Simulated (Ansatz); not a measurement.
Energy needed to pull apart BSiH4F (SMILES B[SiH2]F), closed shell, into free ground-state atoms, from the structure below (at a frame of a short PBE0-D4/def2-SVP trajectory); no zero-point or spin–orbit terms; open-shell atoms are treated unrestricted, in their ground-state multiplicity.

```
atom    x (Å)    y (Å)    z (Å)
  B1  -0.9003   0.1038  -0.8989
 Si2   0.6027  -0.2462   0.3359
  F3   0.7169  -1.7488   0.8507
  H4  -1.9083  -0.5710  -0.9263
  H5  -0.6895   1.0993  -1.5242
  H6   0.4100   0.7638   1.5176
  H7   1.8438   0.1543  -0.4787
```

Ansatz 0.2.0; basis: def2-TZVPP; cores frozen in the correlated methods.

```
   method  atomization energy (eV)
   PBE-D4                        ?
r2SCAN-D4                    23.48
  PBE0-D4                    23.17
  wB97M-V                        ?
       HF                    18.27
      MP2                    23.05
     CCSD                    22.64
  CCSD(T)                    22.84
```

Q: What does PBE-D4 give? (To be estimated.)

A: By the calculation: 23.38 eV, which is about 0.55 eV more than CCSD(T)/def2-TZVPP.

Q: What does wB97M-V give? (Judge from chemistry; the value comes from the calculation.)

A: By the calculation: 23.45 eV, which is about 0.61 eV more than CCSD(T)/def2-TZVPP.

In triple zeta the MP2 and coupled-cluster atomization energies are still short of their basis limit by a few kcal/mol a bond, whereas those of the functionals are nearly converged, so these differences are not deviations from converged CCSD(T).

The T1 diagnostic stays at or below 0.012.

For scale, one of the runs: CCSD(T)/def2-TZVPP forces, 160 basis functions, launched by `ansatz run in.yaml --threads 2 --pin off --events-out ev --progress --plain --max-ram 3481MiB`. Hardware: 2 CPU threads of an Intel Xeon, shared host. Wall time 3.1 min; peak host memory 2 GiB.
